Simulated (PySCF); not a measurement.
PySCF input (HF/def2-SV(P)):

```python
import numpy as np, basis_set_exchange as bse
from pyscf import gto, scf, dft, df
from pyscf.prop.nmr import rhf as nmr

basis = {'C': gto.basis.parse(bse.get_basis('def2-SV(P)', elements=['C'], fmt='nwchem')), 'H': gto.basis.parse(bse.get_basis('def2-SV(P)', elements=['H'], fmt='nwchem'))}
mol = gto.M(
    atom='''
    C    -0.00105023   -0.00044593    0.21807837
    C    -0.00682676   -0.00289863    1.41756777
    C     0.00595226    0.00252732   -1.23597935
    H    -0.01194066   -0.00506999    2.47946412
    H     0.01516829    1.02317495   -1.62370089
    H     0.88736845   -0.51296496   -1.62264162
    H    -0.87904773   -0.50023658   -1.63112234
    ''',
    basis=basis,
    charge=0,
    verbose=4,
    max_memory=8640,
)
mf = scf.RHF(mol)
mf.conv_tol = 1e-9
mf.max_cycle = 100
print('smallest overlap eigenvalue', np.linalg.eigvalsh(mol.intor('int1e_ovlp'))[0])
mf.kernel()
dip = mf.dip_moment()
n = nmr.NMR(mf)
n.verbose = 2
n.max_cycle_cphf = 60
sigma = n.kernel()
for i, x in enumerate(sigma):
    print(mol.atom_symbol(i), i + 1, round(x.trace() / 3, 3))
```

Output:

```
PySCF version 2.14.0

[INPUT] verbose = 4
[INPUT] num. atoms = 7
[INPUT] num. electrons = 22
[INPUT] charge = 0
[INPUT] spin (= nelec alpha-beta = 2S) = 0
[INPUT] symmetry False subgroup None
[INPUT] Mole.unit = angstrom
[INPUT] Symbol           X                Y                Z      unit          X                Y                Z       unit  Magmom
[INPUT]  1 C     -0.001050230000  -0.000445930000   0.218078370000 AA   -0.001984647068  -0.000842685571   0.412108392992 Bohr   0.0
[INPUT]  2 C     -0.006826760000  -0.002898630000   1.417567770000 AA   -0.012900706718  -0.005477616836   2.678814848310 Bohr   0.0
[INPUT]  3 C      0.005952260000   0.002527320000  -1.235979350000 AA    0.011248141222   0.004775942629  -2.335662467118 Bohr   0.0
[INPUT]  4 H     -0.011940660000  -0.005069990000   2.479464120000 AA   -0.022564577147  -0.009580892554   4.685508122486 Bohr   0.0
[INPUT]  5 H      0.015168290000   1.023174950000  -1.623700890000 AA    0.028663913878   1.933520433016  -3.068349990313 Bohr   0.0
[INPUT]  6 H      0.887368450000  -0.512964960000  -1.622641620000 AA    1.676883342080  -0.969363285898  -3.066348260121 Bohr   0.0
[INPUT]  7 H     -0.879047730000  -0.500236580000  -1.631122340000 AA   -1.661159460121  -0.945310133689  -3.082374498260 Bohr   0.0

nuclear repulsion = 58.8966378686872
number of shells = 26
number of NR pGTOs = 88
number of NR cGTOs = 50
basis = {'C': [[0, [1238.4016938, 0.0054568832082], [186.29004992, 0.040638409211], [42.251176346, 0.18025593888], [11.676557932, 0.46315121755], [3.5930506482, 0.44087173314]], [0, [0.40245147363, 1.0]], [0, [0.13090182668, 1.0]], [1, [9.4680970621, 0.038387871728], [2.0103545142, 0.21117025112], [0.54771004707, 0.51328172114]], [1, [0.15268613795, 1.0]], [2, [0.8, 1.0]]], 'H': [[0, [13.010701, 0.019682158], [1.9622572, 0.13796524], [0.44453796, 0.47831935]], [0, [0.12194962, 1.0]]]}
ecp = {}
smallest overlap eigenvalue 0.0008121852320588154

******** <class 'pyscf.scf.hf.RHF'> ********
method = RHF
initial guess = minao
damping factor = 0
level_shift factor = 0
DIIS = <class 'pyscf.scf.diis.CDIIS'>
diis_start_cycle = 1
diis_space = 8
diis_damp = 0
SCF conv_tol = 1e-09
SCF conv_tol_grad = None
SCF max_cycles = 100
direct_scf = True
direct_scf_tol = 1e-13
Set gradient conv threshold to 3.16228e-05
Initial guess from minao.
init E= -116.183620283309
  HOMO = -0.285975900665554  LUMO = 0.109352655251262  gap/eV = 10.75744
cycle= 1 E= -115.732013466328  delta_E= 0.452  |g|= 0.305  |ddm|=  2.5
  HOMO = -0.382987134435732  LUMO = 0.169816376330387  gap/eV = 15.04255
cycle= 2 E= -115.764951344535  delta_E= -0.0329  |g|= 0.108  |ddm|= 0.551
  HOMO = -0.388566833278481  LUMO = 0.187130794684793  gap/eV = 15.66553
cycle= 3 E= -115.767860916716  delta_E= -0.00291  |g|= 0.0546  |ddm|= 0.186
  HOMO = -0.387503479023287  LUMO = 0.184960371936092  gap/eV = 15.57753
cycle= 4 E= -115.768691298003  delta_E= -0.00083  |g|= 0.0123  |ddm|= 0.0828
  HOMO = -0.38692780015441  LUMO = 0.185037749748922  gap/eV = 15.56398
cycle= 5 E= -115.768728493722  delta_E= -3.72e-05  |g|= 0.0016  |ddm|= 0.0139
  HOMO = -0.387105662639607  LUMO = 0.185003023587887  gap/eV = 15.56787
cycle= 6 E= -115.768729869744  delta_E= -1.38e-06  |g|= 0.000315  |ddm|= 0.00485
  HOMO = -0.387026145056541  LUMO = 0.185001123244598  gap/eV = 15.56565
cycle= 7 E= -115.768729928553  delta_E= -5.88e-08  |g|= 5.96e-05  |ddm|= 0.000878
  HOMO = -0.387043097384988  LUMO = 0.184999712686059  gap/eV = 15.56608
cycle= 8 E= -115.768729930297  delta_E= -1.74e-09  |g|= 1.45e-05  |ddm|= 0.000153
  HOMO = -0.387035640011083  LUMO = 0.184999857650073  gap/eV = 15.56588
cycle= 9 E= -115.768729930396  delta_E= -9.89e-11  |g|= 2.83e-06  |ddm|= 2.65e-05
  HOMO = -0.387035765929093  LUMO = 0.184999701819177  gap/eV = 15.56588
Extra cycle  E= -115.768729930401  delta_E= -4.46e-12  |g|= 1.08e-06  |ddm|= 6.85e-06
converged SCF energy = -115.768729930401
Dipole moment(X, Y, Z, Debye):  0.00315,  0.00134, -0.65339
C 1 124.701
C 2 128.623
C 3 196.692
H 4 30.973
H 5 31.164
H 6 31.164
H 7 31.164
```
